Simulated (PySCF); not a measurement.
Species: H₃PS.
SMILES: `[PH3]=S`

Level of theory: MP2 and CCSD/aug-cc-pVDZ in PySCF, restricted Hartree–Fock reference, 10 core orbitals frozen, non-relativistic, gas phase, PBE0-D3(BJ)/def2-SVP geometry.

E(HF) = -740.01243 Eh.

(1) How large is the problem?

(2) What are the MP2 and CCSD correlation energies?

(3) What is the T1 diagnostic?

(4) How does correlation change the dipole moment?

## Answers

(1) 81 basis functions and 34 electrons; 10 orbitals frozen, which leaves o = 7 correlated occupied and v = 64 virtual orbitals. That is o·v = 448 singles and o·v(o·v + 1)/2 = 100576 distinct closed-shell doubles amplitudes before symmetry; the costliest CCSD step grows as o²v⁴ = 8.2 × 10^8.

(2) MP2 -0.2768 Eh and CCSD -0.3109 Eh, which gives totals of -740.28926 and -740.32333 Eh. That is 0.604 eV for each correlated electron at CCSD (816 kJ/mol in all, 0.042 % of the total energy); MP2 gives 89.0 % of the CCSD value.

(3) 0.0136, below the customary warning level of 0.02. It is the norm of the spatial-orbital singles amplitudes over the root of the number of correlated electrons, so the norm is 0.051.

(4) HF gives 4.18 D and CCSD (unrelaxed density) 3.69 D, a change of -0.49 D.

No triples correction and no basis-set extrapolation were made.
